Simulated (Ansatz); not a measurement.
System: rock-salt EuN. Method: PBEsol (Ansatz, a quantum-chemistry and plane-wave program, PAW).

Numerical settings: plane-wave cutoff 500 eV, 14×14×14 k mesh, Fermi–Dirac smearing 0.05 eV, spin-polarised start, scalar-relativistic PAW data made under PBE.

Computed at the level's own relaxed cell.

**Question.** Estimate the equilibrium volume per atom and lattice constant a that the calculation returns.

**Answer.** 
equilibrium volume per atom: 15.31 Å³/atom
lattice constant a: 4.966 Å

The run finds no gap.

Note: the magnetic order was assumed, not searched for or taken from measurement; the 4f shell is treated without U or exact exchange, so its levels and filling can be wrong.

Spin–orbit coupling is not included.

Computing time: around 80 core-seconds (rough).
